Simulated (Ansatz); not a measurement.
We consider rutile SnO2, described by r²SCAN (Ansatz, an electronic-structure program, plane waves, PAW).

A relaxed, unreconstructed slab of the (101) face has 36 atoms, two equal faces of 27.304 Å² each and an energy of -86108.6278 eV. A bulk cell of 12 atoms with the same orientation and in-plane k mesh has -28704.8556 eV. Energies are extrapolated to zero smearing.

Numerical settings: plane-wave cutoff 500 eV, 6×6×1 k mesh (along the axes of the cell as run), gaussian smearing 0.02 eV, scalar-relativistic PAW data made under PBE.

Worked out: γ = (E_slab − N E_bulk per atom)/2A = [-86108.6278 − 36 × (-28704.8556/12)]/(2 × 27.304) = 0.1088 eV/Å². With 16.022 J/m² per eV/Å² this is 1.74 J/m², or 2.97 eV per surface cell and face.
